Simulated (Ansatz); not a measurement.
Input file:

```yaml
crystal:
  periodic: [false, false, false]
  atoms:
    - {symbol: Al, position_ang: [0.000000, 0.000000, 0.352569]}
    - {symbol: Al, position_ang: [0.000000, 0.000000, -2.324369]}
    - {symbol: H, position_ang: [0.000000, 0.000000, 1.971799]}
basis:
  gaussian: {orbitals: 6-31G}
magnetization: {spin_polarized: false, initial_magnetization: 1}
correlation: {method: sc_nevpt2, electrons: all, active_space: {window: {electrons: 5, orbitals: 3}}}
accuracy: high
```

```sh
$ ansatz run in.yaml --threads 1 --pin off --events-out ev --progress --plain --max-ram 2393MiB
```

The program prints:

```
565 factors; integrals over basis functions are off by at most 3.7e-9 eV
mean field evaluation 1: about -13177.8593 eV, gradient 6.4e0 eV
mean field evaluation 2: about -13177.8623 eV, gradient 6.4e0 eV
mean field evaluation 4: about -13178.2822 eV, gradient 8.0e-1 eV
mean field evaluation 8: about -13178.3049 eV, gradient 2.5e-2 eV
mean field evaluation 16: about -13178.1716 eV, gradient 2.5e0 eV
mean field evaluation 32: about -13178.1316 eV, gradient 1.8e0 eV
mean field -13178.30486596 eV, -484.2937712483 hartree, gradient 2.1e-8 eV, S^2 0.750000; 4 other end points of the search recorded, 0 dependent functions left out
reference -13178.30486596 eV, -484.2937712483 hartree; 14, 13 occupied and 14, 15 virtual orbitals, 565 factors
state -13178.30486596 eV, -484.2937712483 hartree
state -13178.30486596 eV, -484.2937712483 hartree; corrected -13179.78856277 eV, -484.3482961001 hartree
WARN: 2 active orbitals are nearly empty or full. The corrections depend on them more than the energy does, and are more stable in an active space without them
Total energy: -13179.78856277 eV, -484.3482961001 hartree
```

Ran on 1 thread of Arm Neoverse V1, shared host: 0.75 s wall, 0.07 GiB peak host memory.
